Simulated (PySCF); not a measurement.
Basis-set dependence of population analyses: 1,3-dichloropropane

Species: 1,3-dichloropropane, C₃H₆Cl₂.
Cartesian coordinates in Å at the PBE0-D3(BJ)/def2-SVP level; atoms count from 1:
```
atom  x, y, z in Å
Cl1    1.7042    1.3490    0.9030
C2     0.6769    0.9574   -0.5117
C3     0.1655   -0.4658   -0.4554
C4    -0.7310   -0.7628    0.7270
Cl5   -2.2279    0.2211    0.6892
H6     1.2898    1.1237   -1.4070
H7    -0.1567    1.6730   -0.5096
H8     1.0205   -1.1620   -0.4190
H9    -0.3808   -0.6708   -1.3921
H10   -0.2205   -0.5326    1.6721
H11   -1.0419   -1.8156    0.7345
```

PBE0 throughout (PySCF), one geometry, spherical d and f functions. One conformer (not necessarily the lowest) at the PBE0-D3(BJ)/def2-SVP geometry, without solvent, vibrations or thermal averaging. Atoms taken as equivalent share a column and are averaged.

Mulliken charges (e):

```
      basis  functions  Cl1/Cl5   C2/C4      C3  H6/H7/H10/H11   H8/H9
   pcSseg-0         65   -0.049  -0.600  -0.475         +0.307  +0.273
    cc-pVDZ        108   -0.136  -0.096  -0.058         +0.099  +0.063
aug-cc-pVDZ        177   -0.087  +0.066  +0.613         -0.048  -0.189
    cc-pVTZ        242   -0.171  -0.112  -0.192         +0.133  +0.115
   IGLO-III        253   -0.026  -0.294  -0.224         +0.149  +0.133
```

IAO charges (e):

| basis | functions | Cl1/Cl5 | C2/C4 | C3 | H6/H7/H10/H11 | H8/H9 |
| --- | --- | --- | --- | --- | --- | --- |
| pcSseg-0 | 65 | -0.115 | -0.266 | -0.274 | +0.177 | +0.163 |
| cc-pVDZ | 108 | -0.122 | -0.233 | -0.257 | +0.165 | +0.152 |
| aug-cc-pVDZ | 177 | -0.128 | -0.235 | -0.262 | +0.169 | +0.155 |
| cc-pVTZ | 242 | -0.122 | -0.240 | -0.264 | +0.170 | +0.155 |
| IGLO-III | 253 | -0.118 | -0.243 | -0.264 | +0.169 | +0.155 |

Problem. Which scheme is steadiest as the basis changes?

Solution. Largest range over the bases for any column: IAO 0.03 e, Mulliken 1.09 e. IAO charges move least and Mulliken charges most, counted in e.

Problem. How much do the charges still move between the two largest bases, cc-pVTZ and IGLO-III?

Solution. At most, over all atoms: Mulliken 0.181 e, IAO 0.004 e.

Problem. What do the same runs give for the total energy, the frontier levels and the dipole moment?

Solution. 
```
      basis  energy (Eh)  HOMO (eV)  LUMO (eV)  μ (D)
   pcSseg-0   -1036.5675      -8.42       1.08   2.64
    cc-pVDZ   -1037.9069      -8.29       1.02   2.24
aug-cc-pVDZ   -1037.9198      -8.43      -0.16   2.29
    cc-pVTZ   -1037.9736      -8.39       0.71   2.25
   IGLO-III   -1037.9576      -8.33       0.58   2.08
```

The dipole is fixed by the density alone, so its range of 0.56 D shows that the density itself changes with the basis, not only its division among atoms.
